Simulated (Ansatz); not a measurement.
Input file:

```yaml
crystal:
  periodic: [false, false, false]
  atoms:
    - {symbol: B, position_ang: [0.002102, -0.218465, -0.716683]}
    - {symbol: Si, position_ang: [0.001561, -0.378014, 1.175720]}
    - {symbol: P, position_ang: [0.049535, -0.204817, -2.526215]}
    - {symbol: H, position_ang: [-0.053199, 0.801296, 2.067179]}
basis:
  gaussian: {orbitals: 6-31G}
magnetization: {spin_polarized: false, initial_magnetization: 3}
hamiltonian: {pseudopotentials: {relativity: scalar}}
correlation: {method: fic_mrcisd_q, electrons: all}
accuracy: high
```

```sh
$ ansatz run in.yaml --threads 1 --pin off --events-out ev --progress --plain --max-ram 2393MiB
```

How does this run end?

Refused. The input was made wrong on purpose (method needs an active space), so the run isn't a sound calculation of what was asked.
```
Error: this correlation method needs an active space: name one as the reference
```
